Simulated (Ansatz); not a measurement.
Candidates: cubic perovskite KTaO3, rock-salt SrO, rock-salt BaO, cubic perovskite BaHfO3, rock-salt CdO, rock-salt CaO. Level: PBE0 in Ansatz (plane waves, PAW).

Ansatz's runs of these crystals have no spin polarisation.

Spin–orbit coupling is left out, also for the solids with elements from indium on (cubic perovskite KTaO3, rock-salt BaO, cubic perovskite BaHfO3); its size isn't shown.

Ansatz's density-functional and Hartree–Fock values are scalar-relativistic unless marked +SOC, with PAW data made under PBE.

Question: Which of them have a computed lattice parameter a between 4.4 and 5 Å?

Answer: rock-salt CdO, rock-salt CaO. The values: cubic perovskite KTaO3 3.986 Å; rock-salt SrO 5.153 Å; rock-salt BaO 5.531 Å; cubic perovskite BaHfO3 4.175 Å; rock-salt CdO 4.704 Å; rock-salt CaO 4.797 Å.

Ansatz is a program for electronic structure.
